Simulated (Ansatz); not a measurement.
`C1CCOC1` → `CCC(C)=O`  (isomerisation)

Isolated molecules relaxed with PBE0-D4/def2-TZVP in Ansatz; ΔE leaves out vibrations. CBS: MP2 limit from def2 TZ/QZ plus the TZ coupled-cluster correction, frozen cores. DFT in def2-TZVPP. B3LYP here is the variant with VWN-RPA as its local correlation; programs differ in this. Each species was taken in one conformer, which may not be the lowest.

Task: Is it downhill or uphill in electronic energy at CCSD(T)/CBS, and by how much? (Best estimate.)

Result: The calculation gave: Downhill: ΔE = -47.5 kJ/mol.

Task: What do these levels give: LDA (SPW92), revPBE-D4, r2SCAN-D4, B3LYP-D4, r2SCAN0-D4, ωB97M-V, r2SCAN, CCSD(T)/def2-SVP, MP2/def2-TZVPP, SCS-MP2/def2-QZVPP, MP2/CBS(def2), CCSD/CBS(def2)? (Best estimate.)

Result: Ansatz gave: LDA (SPW92) -26.4, revPBE-D4 -53.6, r2SCAN-D4 -53.9, B3LYP-D4 -59.1, r2SCAN0-D4 -44.3, ωB97M-V -48.2, r2SCAN -54.2, CCSD(T)/def2-SVP -59.0, MP2/def2-TZVPP -45.8, SCS-MP2/def2-QZVPP -49.0, MP2/CBS(def2) -45.4, CCSD/CBS(def2) -46.0 kJ/mol.

Largest T1 diagnostic among the species: 0.013.

The D4 term adds +3.1 kJ/mol with B3LYP and +1.4 kJ/mol with PBE0; it sums over pairs of atoms, weighted by their polarisabilities, and B3LYP, whose exchange is more repulsive, gets the larger term. In def2-TZVPP, CCSD(T) changes the Hartree–Fock value by +12.8 kJ/mol (the triples alone add −1.4 kJ/mol) and MP2 by +14.8 kJ/mol. From BLYP to BHLYP (50 % exact exchange), in def2-TZVPP and without D4, ΔE moves by +22.5 kJ/mol.
